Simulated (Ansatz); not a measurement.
# SF4 (sulfur tetrafluoride): PBE/6-311+G(d,p)

Aim: the energy change on altering one bond length of SF4 (sulfur tetrafluoride) at PBE/6-311+G**, from 2 runs. 

The results are computed with Ansatz 0.2.0.

37 further runs of the same task are left out: 37 set aside as unsound or not needed.

**1. Starting point**

SF4: 5 atoms, total charge 0, spin state singlet. SMILES: `FS(F)(F)F`. The coordinates come from a PBE0-D4/def2-TZVP relaxation.

Bond lengths: F1–S2 1.553 Å, S2–F3 1.649 Å, S2–F4 1.649 Å, S2–F5 1.553 Å. Angles: F1–S2–F3 87.6°, F1–S2–F4 87.6°, F1–S2–F5 101.3°, F3–S2–F4 172.5°, F3–S2–F5 87.6°, F4–S2–F5 87.6°.

**2. A single-point energy at PBE/6-311+G(d,p)**

Input file molecule.yaml:

```yaml
crystal:
  periodic: [false, false, false]
  atoms:
    - {symbol: F, position_ang: [-0.561200, -0.228000, 1.172800]}
    - {symbol: S, position_ang: [0.064000, -0.357400, -0.243000]}
    - {symbol: F, position_ang: [1.536700, -0.462000, 0.491400]}
    - {symbol: F, position_ang: [-1.440100, -0.077300, -0.858200]}
    - {symbol: F, position_ang: [0.400600, 1.124600, -0.563100]}
basis:
  gaussian:
    orbitals: 6-311+G_st__st_-spherical.json
hamiltonian:
  xc: pbe
accuracy: high
output: {orbitals: {seedname: orbitals}}
```

The basis set 6-311+G** is read from a file made from the Basis Set Exchange's data (not shown).

Launch:

```console
$ ansatz run molecule.yaml --threads 1 --pin off --max-ram 3480MiB --events-out events.jsonl --progress --plain --runs-dir runs
```

Log:

```text
Warning: RAYON_NUM_THREADS=1 ignored (pool sized by the plan → 1); use --threads N
Functional definition: PBE
  name "PBE"
  parameter kappa = 0.804
  parameter beta = 0.06672455060314922
  exchange = pbe_x(kappa = kappa, mu = beta*pi^2/3)
  correlation = pbe_c(beta = beta)
2190 factors; integrals over basis functions are off by at most 5.3e-9 eV
mean field evaluation 1: about -21683.0255 eV, gradient 6.9e1 eV
mean field evaluation 2: about -21650.4168 eV, gradient 1.6e2 eV
mean field evaluation 4: about -21689.5054 eV, gradient 1.1e1 eV
mean field evaluation 8: about -21689.6657 eV, gradient 4.1e-1 eV
mean field evaluation 16: about -21689.6660 eV, gradient 2.1e-5 eV
mean field -21689.66595915 eV, -797.0805222150 hartree, gradient 1.8e-8 eV, S^2 0.000000; 0 other end points of the search recorded, 0 dependent functions left out
reference -21689.66596441 eV, -797.0805224084 hartree; 26, 26 occupied and 92, 92 virtual orbitals, 2190 factors
Total energy: -21689.66596441 eV, -797.0805224084 hartree
```

Run time: 7.2 s. Hardware: 1 thread of Arm Neoverse V1, shared host; peak memory 0.3 GiB.

**3. The distorted shape**

Input file input.yaml:

```yaml
crystal:
  periodic: [false, false, false]
  atoms:
    - {symbol: F, position_ang: [-0.611700, -0.450345, 1.220825]}
    - {symbol: S, position_ang: [0.013500, -0.579745, -0.194975]}
    - {symbol: F, position_ang: [1.486200, -0.684345, 0.539425]}
    - {symbol: F, position_ang: [-1.490600, -0.299645, -0.810175]}
    - {symbol: F, position_ang: [0.400600, 1.124600, -0.563100]}
basis:
  gaussian:
    orbitals: 6-311+G_st__st_-spherical.json
total_charge: 0
accuracy: high
hamiltonian:
  xc: pbe
output:
  orbitals: {seedname: orbitals}
```

The basis set 6-311+G** is read from a file made from the Basis Set Exchange's data (not shown).

Launch:

```console
$ ansatz run input.yaml --threads 1 --pin off --max-ram 3480MiB --events-out events.jsonl --progress --plain --runs-dir runs
```

Log, shortened:

```text
Warning: RAYON_NUM_THREADS=1 ignored (pool sized by the plan → 1); use --threads N
[... 6 set-up lines as earlier in the session ...]
2190 factors; integrals over basis functions are off by at most 1.2e-8 eV
mean field evaluation 1: about -21682.0121 eV, gradient 7.2e1 eV
mean field evaluation 2: about -21637.2122 eV, gradient 1.8e2 eV
mean field evaluation 4: about -21689.1158 eV, gradient 1.8e1 eV
mean field evaluation 8: about -21689.5891 eV, gradient 2.9e-1 eV
mean field evaluation 16: about -21689.5836 eV, gradient 5.7e-4 eV
mean field -21689.58356778 eV, -797.0774943883 hartree, gradient 3.9e-8 eV, S^2 0.000000; 0 other end points of the search recorded, 0 dependent functions left out
reference -21689.58357314 eV, -797.0774945850 hartree; 26, 26 occupied and 92, 92 virtual orbitals, 2190 factors
Total energy: -21689.58357314 eV, -797.0774945850 hartree
```

Wall time 7.2 s (1 thread of Arm Neoverse V1, shared host); peak memory 0.3 GiB.

**4. Summary of results**

At PBE/6-311+G**:

```
                                                         quantity          value
                                        first shape: total energy  -797.08052 Eh
                                         first shape: HOMO energy       -8.57 eV
                                         first shape: LUMO energy       -3.39 eV
                                       first shape: HOMO–LUMO gap        5.19 eV
                                    distorted shape: total energy  -797.07749 Eh
                                     distorted shape: HOMO energy       -8.95 eV
                                     distorted shape: LUMO energy       -4.73 eV
                                   distorted shape: HOMO–LUMO gap        4.23 eV
energy change with the S2–F5 bond stretched from 1.553 to 1.786 Å       0.082 eV
```

What this shows: With the S2–F5 bond stretched from 1.553 to 1.786 Å the energy rises by 0.08 eV (1.9 kcal/mol). The first shape isn't relaxed at this level, so the change isn't measured from a minimum.
